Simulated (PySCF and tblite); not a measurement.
Results of a calculation; reference values are marked as such.
4 constitutional isomers of C4H9F:

```json
{"isomer": "A", "SMILES": "[CH3:1][C:2]([CH3:3])([CH3:4])[F:5]"}
{"isomer": "B", "SMILES": "[CH3:1][CH:2]([CH3:3])[CH2:4][F:5]"}
{"isomer": "C", "SMILES": "[CH3:1][CH2:2][CH2:3][CH2:4][F:5]"}
{"isomer": "D", "SMILES": "[CH3:1][CH2:2][C@H:3]([CH3:4])[F:5]"}
```

Each isomer is a Boltzmann average at 298.15 K over at most 6 conformers: GFN2-xTB geometries, energies PBE0/pcSseg-1 (IEF-PCM, chloroform) (D3(BJ) added where defined), GIAO shieldings PBE0/pcSseg-1 (IEF-PCM, chloroform), GFN2-xTB thermal terms. Programs: PySCF with density fitting and tblite.

What shifts does each isomer give (ppm; of two unlike H on one atom, a is the less shielded)?


A: ¹H (against TMS): 1.41 (H1/H3/H4, 9H). ¹³C (against TMS): 96.3 (C2), 30.6 (C1/C3/C4). ¹⁹F (against CFCl3): -176.0 (F5).

B: ¹H (against TMS): 4.62 (H4, 2H), 1.81 (H2, 1H), 1.01 (H1/H3, 6H). ¹³C (against TMS): 93.5 (C4), 34.6 (C2), 20.0 (C1/C3). ¹⁹F (against CFCl3): -256.7 (F5).

C: ¹H (against TMS): 4.89 (H4, 2H), 1.63 (H3, 2H), 1.47 (H2, 2H), 1.06 (H1, 3H). ¹³C (against TMS): 88.0 (C4), 37.8 (C3), 23.5 (C2), 16.3 (C1). ¹⁹F (against CFCl3): -252.9 (F5).

D: ¹H (against TMS): 4.78 (H3, 1H), 1.67 (H2a, 1H), 1.55 (H2b, 1H), 1.38 (H4, 3H), 1.07 (H1, 3H). ¹³C (against TMS): 96.1 (C3), 34.8 (C2), 23.3 (C4), 12.1 (C1). ¹⁹F (against CFCl3): -211.5 (F5).

Unscaled ¹⁹F shifts at such levels can be off by tens of ppm; differences between conformers or isomers are more reliable. Shifts are unscaled: against experiment ¹³C can be off by 15 ppm or more and ¹H by 0.8 ppm. A nearly planar conformer is counted with its mirror image, so its weight may be doubled.
